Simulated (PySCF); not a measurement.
# Which determinant of AlN lies lowest?

Unrestricted PBE0; basis Al def2-TZVPPD, N def2-TZVPPD; no relativity; PySCF 2.14. Outer shells of the fragments: Al 3s2 3p1; N 2s2 2p3.

Followed along the bond (rough minima from three points):

```csv
2Ms+1,unpaired,⟨S²⟩ at the start,R at minimum (Å),Te (eV)
3,"σ ↑, π ↑",2.03,1.79,0.00
3,π ↑↑,2.01,1.93,0.00
1,"σ ↓, π ↑",1.02,1.77,0.30
1,π ↑↓,1.00,1.93,0.51
1,none,0.00,1.67,1.28
```

Solutions found at the starting distance of 1.850 Å, counted from the lowest of them; the search is not exhaustive and high or unbound solutions are not listed, so other states can lie among these:

| 2Ms+1 | unpaired | term | E (eV) | ⟨S²⟩ | ⟨Lz²⟩ | μ (D) |
| --- | --- | --- | --- | --- | --- | --- |
| 3 | σ ↑, π ↑ | ³Π | 0.00 | 2.03 | 1.01 | -2.82 |
| 3 | π ↑↑ | ³Σ⁻ | 0.01 | 2.01 | 0.00 | -1.14 |
| 1 | σ ↓, π ↑ | mixed | 0.34 | 1.02 | 1.02 | -3.35 |
| 1 | π ↑↓ | mixed | 0.52 | 1.00 | 2.01 | -1.10 |
| 1 | none | ¹Σ⁺ | 1.62 | 0.00 | 0.00 | -5.03 |
| 1 | none | mixed | 2.06 | 0.00 | 2.00 | -0.95 |

A term symbol is given only where ⟨S²⟩ and ⟨Lz²⟩ are close to those of a pure state; real π, δ and φ orbitals otherwise mix terms. A positive dipole means Al(−)N(+).
